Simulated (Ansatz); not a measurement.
Gas-phase electronic energies from Ansatz, PBE0-D4/def2-TZVP geometries. CCSD(T)/CBS adds triple-zeta CCSD(T) − MP2 to the extrapolated MP2 energy (def2 sets, frozen cores). Functionals use def2-TZVPP. B3LYP here is the variant with VWN-RPA as its local correlation; programs differ in this. Each species was taken in one conformer, which may not be the lowest.

Consider the isomerisation: `COCC(=N)O` → `COC(O)C=N`.

Question: Is it downhill or uphill in electronic energy at CCSD(T)/CBS, and by how much? (An estimate is asked.)

Answer: Computed: Uphill: ΔE = +34.1 kJ/mol.

Question: What do these levels give: r2SCAN-D4, PBE0-D4, B3LYP-D4, ωB97M-V, B2PLYP, PBE, r2SCAN, CCSD/def2-TZVPP, CCSD(T)/def2-TZVPP, HF/def2-QZVPP, HF/CBS(def2), MP2/CBS(def2)? (Best estimate.)

Answer: The calculation gave: r2SCAN-D4 45.4, PBE0-D4 42.5, B3LYP-D4 40.3, ωB97M-V 38.4, B2PLYP 38.4, PBE 42.6, r2SCAN 45.2, CCSD/def2-TZVPP 34.1, CCSD(T)/def2-TZVPP 34.0, HF/def2-QZVPP 37.9, HF/CBS(def2) 37.9, MP2/CBS(def2) 37.7 kJ/mol.

Largest T1 diagnostic among the species: 0.013.
